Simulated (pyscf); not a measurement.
Structures and frequencies: ωB97X-D3(BJ)/def2-SVP in PySCF.

Task: Estimate by transition-state theory the rate constant of ethane (H₃C–CH₃) + [H₃C–In–CH₃]• → H₃C–In(CH₃)–CH₃ + methyl (CH₃•) (doublet surface; C–C broken, C–In formed) at 900 K, with ωB97M-D3(BJ)/def2-TZVP energies (ideal gas, 1 atm, RRHO with modes under 100 cm⁻¹ raised to 100, one conformer, R ln 2 for chiral ones without a mode under 150 cm⁻¹; no tunnelling).

Result: The electronic barrier is 56.3 kcal/mol and the thermal terms add +21.0, so ΔG‡ = 77.3 kcal/mol. With k_BT/h = 1.88e+13 s⁻¹ and RT = 1.788 kcal/mol, and a volume of 1.23e-19 cm³ per molecule at 1 atm, k = 4.0e-25 cm³ molecule⁻¹ s⁻¹. Wigner's tunnelling factor for 1064i cm⁻¹ would be 1.12. A shift of 1 kcal/mol in the barrier changes k by a factor 1.7. This is the saddle that the search found; another between the same sides may lie lower. The angle at the attacked C is 175°. Elements past Kr carry the def2 core potentials, without spin-orbit coupling.
